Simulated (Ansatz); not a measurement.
Input for Ansatz (development build ahead of 0.2.0):

```yaml
crystal:
  periodic: [false, false, false]
  atoms:
    - { symbol: C, position_ang: [0.01445, -0.04707, -1.24763] }
    - { symbol: C, position_ang: [0.0238, -0.02076, 0.25323] }
    - { symbol: C, position_ang: [-0.02674, 0.01196, 1.38473] }
    - { symbol: H, position_ang: [0.02442, -0.9857, -1.64701] }
    - { symbol: H, position_ang: [-0.84635, 0.49656, -1.65222] }
    - { symbol: H, position_ang: [0.86093, 0.54493, -1.60839] }
    - { symbol: H, position_ang: [0.01148, -0.04851, 2.49545] }
basis:
  gaussian: { orbitals: cc-pVDZ }
hamiltonian:
  xc: hf
```

The input is written out in the form of the current development build from the run's settings.

The run gave:

- Converged: yes
- Total energy: -115.85726 hartree
- Spin squared of the determinant: 0.000

Caution: no unrestricted run beside it, a lower state can exist.
